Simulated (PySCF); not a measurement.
**CH2N2: calculation against experiment**

**Experimental background.**

From Qian, Crumlin, Prendergast, Phys. Chem. Chem. Phys. 2022, 24, 2243, for the gas: C 1s binding energy of C2 293.5 eV.

The results are set against them at the end.

Species: CH2N2.
SMILES with atom numbers: `[N:1]#[C:2][NH2:3]` (hydrogens: H4, H5 on N3)

Cartesian coordinates in Å at the PBE0-D3(BJ)/def2-TZVP level; atoms count from 1:
```xyz
5
CH2N2 angstrom
N      1.855    0.264   -0.376
C      0.747    0.100   -0.098
N     -0.518   -0.086    0.284
H     -1.144    0.679    0.086
H     -0.906   -0.991    0.065
```

Runs made with PySCF (gas phase, on this PBE0-D3(BJ)/def2-TZVP geometry; non-relativistic but for the core-level run):

| level | job | basis functions | wall time |
| --- | --- | --- | --- |
| delta-SCF UKS SCAN, pcX-3 on the ionised atom, pcseg-2 elsewhere, spin-free X2C | ΔSCF core ionisation, 3 holes | 172 | 19 s |

Hardware: one thread of an Arm Neoverse N1, shared host.

**Comparison with experiment**

**Core binding energies.** Delta-SCF UKS SCAN, pcX-3 on the ionised atom, pcseg-2 elsewhere, spin-free X2C in PySCF 2.14.0.

```
level and atom  computed (eV)  measured (eV)  computed − measured (eV)
      C 1s, C2         293.27          293.5                     -0.23
```

Sources, in the order of the opening: Qian, Crumlin, Prendergast, Phys. Chem. Chem. Phys. 2022, 24, 2243. The computed values are vertical, without vibrational structure; measured positions hang on the energy calibration. 

No measured geometry was used, and the causes of the misses weren't examined.
